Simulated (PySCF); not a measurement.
Gas-phase reaction: 3 vinylsilane + C3H3 (propargyl) + 6 H ⇌ 3 (CH3)3Si

Method: PySCF energies plus ideal-gas RRHO corrections (1 bar). † marks an energy on the PBE0/def2-TZVP geometry and frequencies; other levels use their own. 6-31G* has spherical d functions here. Open shells (unrestricted): C3H3 (propargyl) (multiplicity 2), H (multiplicity 2), (CH3)3Si (multiplicity 2); the rest are closed-shell singlets. B3LYP is the form with VWN-RPA correlation. (CH3)3Si: computed as isolated molecules; such fragments, hydroxides, amides, oligomers or adducts are transient or little studied in the gas. The harmonic model lacks anharmonicity and excited electronic states, which grow with temperature; levels with a mode under 35 cm⁻¹ are left out. Internal rotation in vinylsilane, (CH3)3Si is treated as a harmonic vibration of one conformer, which makes the entropy rough. Warning, spin contamination: C3H3 (propargyl) (HF/6-31G*).

```csv
level,"ΔE electronic, kJ","ΔH°(298 K), kJ","ΔS°(298 K), J/K","ΔG°(800 K), kJ"
B3LYP/def2-TZVP†,-2004,-1806,-789,-1156
BLYP/def2-TZVP†,-1929,-1731,-789,-1081
HF/6-31G*,-1712,-1498,-792,-844
M06-2X/def2-TZVP†,-2076,-1879,-789,-1228
PBE/def2-SVP,-2013,-1821,-786,-1173
PBE/def2-TZVP†,-2029,-1832,-789,-1181
PBE0/def2-QZVP†,-2088,-1890,-789,-1239
r2SCAN/def2-TZVP†,-2091,-1893,-789,-1243
LDA/def2-TZVP†,-2265,-2067,-789,-1417
```
ΔH° is lowest at LDA/def2-TZVP† and highest at HF/6-31G*. No reference value is set beside these.
